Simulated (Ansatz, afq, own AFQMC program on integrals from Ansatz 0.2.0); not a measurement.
# Where AFQMC and coupled cluster stand for BNH₂, triplet

```json
{"atom": "B", "x (Å)": "0.0000", "y (Å)": "0.0000", "z (Å)": "1.2634"}
{"atom": "N", "x (Å)": "0.0000", "y (Å)": "0.0000", "z (Å)": "-0.7482"}
{"atom": "H", "x (Å)": "0.0000", "y (Å)": "-1.2370", "z (Å)": "-1.5770"}
{"atom": "H", "x (Å)": "0.0000", "y (Å)": "1.2370", "z (Å)": "-1.5770"}
```

Connectivity, by distances: B ··· N ··· H2.

Basis cc-pVDZ. Only valence electrons are correlated. AFQMC by an in-house program on the Cholesky factors that Ansatz 0.2.0 writes for its CCSD(T) run. ph-AFQMC/CISD is guided by a CISD state made of CCSD amplitudes; releasing the constraint for a short imaginary time cuts its bias at the price of noise, slowly where states lie close. Error bars are statistical, one sigma.

Determinant: ROHF, the one that the program's search chose, which needn't be the lowest solution. The geometry is a point of a scan.

No full CI on the walks' own integrals is used here; CCSDT(Q) serves as the reference and is uncertain by about the last step of the cluster series.

Cautions: lower spins were not checked; higher spins were not checked; a spin-contaminated unrestricted determinant lies lower (UHF 570 meV lower, ⟨S²⟩ 2.59); the released energies are still falling, so no released level is given (meV from the phaseless value at times in 1/Eh: -38 ± 26 at 0.24, -20 ± 24 at 0.51, -39 ± 26 at 0.99, -79 ± 28 at 1.62, -92 ± 31 at 2.40), though the last usable value meets CCSDT(Q) within the noise.

```
T1 diagnostic                               : 0.0293
weight of the determinant in the CISD state : 0.824
size of the correlated space                : 10 electrons in 36 orbitals
```

Reference: CCSDT(Q), correlation energy -7.786 eV.

```json
{"level": "HF", "E − E(reference) (mEh)": "286.13", "share of correlation (%)": "0.00"}
{"level": "MP2", "E − E(reference) (mEh)": "59.30", "share of correlation (%)": "79.28"}
{"level": "CCSD", "E − E(reference) (mEh)": "13.37", "share of correlation (%)": "95.33"}
{"level": "CCSD(T)", "E − E(reference) (mEh)": "2.97", "share of correlation (%)": "98.96"}
{"level": "CCSDT", "E − E(reference) (mEh)": "1.05", "share of correlation (%)": "99.63"}
{"level": "ph-AFQMC/HF", "E − E(reference) (mEh)": "19.63 ± 2.24", "share of correlation (%)": "93.14"}
{"level": "ph-AFQMC/CISD", "E − E(reference) (mEh)": "2.76 ± 0.71", "share of correlation (%)": "99.04"}
```

A walk keeps the symmetry of its determinant, which the program's search chose and which needn't be the lowest solution, so a lower state of the same spin and another symmetry isn't excluded.
